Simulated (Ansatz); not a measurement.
**AlB (triplet): from Hartree-Fock to the top rungs at distance B1–Al2 = 2.828 Å, cc-pVDZ**

Aim: climb from Hartree-Fock through coupled cluster and multireference methods for AlB (triplet) at one geometry and basis, and see what each rung misses.

Method: cc-pVDZ, core rule «outside noble gas», up to 6 orbitals frozen; program: Ansatz 0.2.0, Gaussian basis.

To be run: UHF; CCSD(T) on ROHF; CCSD(T) on UHF; BCCD(T) on ROHF; CISD; CCSDT(Q) on ROHF; CCSDT(Q) on UHF; CASSCF and MRCISD+Q, 4 electrons in 4 orbitals; CASSCF and NEVPT2, 4 electrons in 4 orbitals; CASSCF and MRCISD+Q, 6 electrons in 8 orbitals; CASSCF and NEVPT2, 6 electrons in 8 orbitals; Full CI.

13 further runs of the same task are left out: 1 for a known fault of the program, 1 for a mislabelled method, 9 that didn't finish, 2 set aside as unsound or not needed.

## Step 1: The system

The geometry derives from a PBE0/def2-TZVP stationary point (not a proven minimum). One bond is set to the value named and the two fragments are kept rigid.

2 atoms, charge 0, spin multiplicity 3.

Atoms are counted from 1 here; the program's logs count them from 0.

No contacts short enough for the rule that draws bonds.

## Step 2: UHF

in.yaml reads:

```yaml
crystal:
  periodic: [false, false, false]
  atoms:
    - {symbol: B, position_ang: [0.000000, 0.000000, 0.000000]}
    - {symbol: Al, position_ang: [0.000000, 0.000000, 2.828000]}
basis:
  gaussian: {orbitals: cc-pVDZ}
magnetization: {spin_polarized: true, initial_magnetization: 2}
hamiltonian: {xc: hf}
output: {orbitals: {seedname: orbitals}}
```

Run with:

```
ansatz run in.yaml --threads 1 --pin off --events-out ev --progress --plain --max-ram 2393MiB
```

The runs that follow: CCSD(T) on ROHF; CCSD(T) on UHF; BCCD(T) on ROHF; CISD; CCSDT(Q) on ROHF; CCSDT(Q) on UHF; CASSCF and MRCISD+Q, 4 electrons in 4 orbitals; CASSCF and NEVPT2, 4 electrons in 4 orbitals; CASSCF and MRCISD+Q, 6 electrons in 8 orbitals; CASSCF and NEVPT2, 6 electrons in 8 orbitals; Full CI.

**Question.** What will the summary of the whole plan be? Wanted: FCI below the RHF energy; RMP2 from FCI; UMP2 from FCI; RCCSD from FCI; RCCSD(T) from FCI; UCCSD(T) from FCI; RCCSDT(Q) from FCI; UCCSDT(Q) from FCI; NEVPT2 valence from FCI.

**Answer**, as computed:

| quantity | value |
| --- | --- |
| FCI below the RHF energy | -3.5983 eV |
| RMP2 from FCI | +1221.2 meV |
| UMP2 from FCI | +1274.1 meV |
| RCCSD from FCI | +231.2 meV |
| RCCSD(T) from FCI | +83.3 meV |
| UCCSD(T) from FCI | +90.1 meV |
| RCCSDT(Q) from FCI | +2.0 meV |
| UCCSDT(Q) from FCI | +1.0 meV |
| NEVPT2 valence from FCI | +456.1 meV |
| MRCISD+Q valence from FCI | -12.8 meV |
| levels within 1 kcal/mol (43 meV) | RCCSDT, UCCSDT, RCCSDT(Q), UCCSDT(Q), MRCISD+Q valence |
| T1 diagnostic | 0.068 |
| effectively unpaired electrons | 2.16 |

In words: RCCSD(T) misses by +83.3 meV, 2.3 % of the correlation energy. MRCISD+Q valence falls below full CI: the +Q correction isn't variational, and the cores differ from full CI's. The occupations are near whole numbers, but T1 = 0.068 shows that the orbitals relax strongly. Of the multireference levels listed MRCISD+Q valence comes nearest in total energy (-12.8 meV), which doesn't show that its space is the better one. These misses are within one basis, not against nature; the frozen cores of restricted and unrestricted runs differ, which can shift their rows.
